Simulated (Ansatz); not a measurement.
Geometry optimisation, UKS PBE/6-31G* (Ansatz).

The input (input.yaml):

```yaml
crystal:
  periodic: [false, false, false]
  atoms:
    - { symbol: C, position_ang: [-1.18095, 0.15401, -0.79039] }
    - { symbol: "N", position_ang: [-0.07551, -0.37601, -0.36259] }
    - { symbol: Si, position_ang: [1.11668, -0.15457, 0.74408] }
    - { symbol: H, position_ang: [-1.69698, -0.34487, -1.59794] }
    - { symbol: H, position_ang: [-1.62144, 1.06265, -0.39855] }
    - { symbol: H, position_ang: [1.35498, 0.86555, 1.75765] }
    - { symbol: H, position_ang: [2.10323, -1.20678, 0.64773] }
magnetization:
  spin_polarized: true
  initial_magnetization: 1
basis:
  gaussian: { orbitals: "6-31G*" }
hamiltonian:
  xc: pbe
relax:
  f_tol: 0.015
  max_steps: 40
```

Launched with:

```bash
$ ansatz run input.yaml --threads 1 --pin off --max-ram 2048MiB --backend cpu --events-out ev --progress --plain --runs-dir out
```

Q: Where does it end, and by what steps?

A: The run converged. After 14 steps the energy has fallen by 0.251 eV; H6 moved furthest, 0.43 Å.

```tsv
step	energy less start (eV)	largest force component (eV/Å)	accepted
0	0.0000	1.095	yes
1	-0.0868	0.674	yes
2	-0.1050	0.240	yes
3	-0.1308	0.357	yes
4	-0.2042	0.483	yes
5	-0.2075	0.427	yes
6	-0.2259	0.515	yes
7	-0.2347	0.410	yes
8	-0.2409	0.175	yes
9	-0.2475	0.100	yes
10	-0.2499	0.100	yes
11	-0.2504	0.074	yes
12	-0.2508	0.049	yes
13	-0.2511	0.028	yes
14	-0.2513	0.006	yes
```

```xyz
7
Properties=species:S:1:pos:R:3
C -1.100 0.133 -0.746
N -0.126 -0.641 -0.421
Si 0.951 -0.408 0.931
H -1.743 -0.135 -1.604
H -1.366 1.082 -0.233
H 1.109 1.010 1.438
H 2.274 -1.041 0.635
```

Run time: 36 s on 1 thread of Arm Neoverse V2, on a shared host, peak memory 0.14 GiB.
